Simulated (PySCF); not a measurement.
Computed with PySCF and rigid-rotor harmonic-oscillator thermochemistry at 1 bar. Table values come from the NASA 1993 polynomials. 6-31G* has spherical d functions here. All species are closed-shell singlets. B3LYP is the form with VWN-RPA correlation. The harmonic model lacks anharmonicity and excited electronic states, which grow with temperature; levels with a mode under 35 cm⁻¹ are left out. The table's entry may be an old estimate for CCl2 (not checked at source).

Harmonic frequencies at B3LYP/6-31G* (cm⁻¹): 325, 707, 715. Point group C2v; S°(298 K) = 266.0 J/mol/K at this level.

Problem. Work out Cp and S° of gaseous CCl2 at 500, 800, 1200, 1600, 2000 K from these, and set them beside the table.

Solution. 
```csv
T (K),Cp B3LYP/6-31G*,Cp table,S° B3LYP/6-31G*,S° table
500,52.9,52.5,291.9,291.0
800,55.9,56.7,317.5,316.7
1200,57.1,61.7,340.4,340.6
1600,57.6,64.9,357.0,358.9
2000,57.8,66.1,369.8,373.5
```
Units J/mol/K.
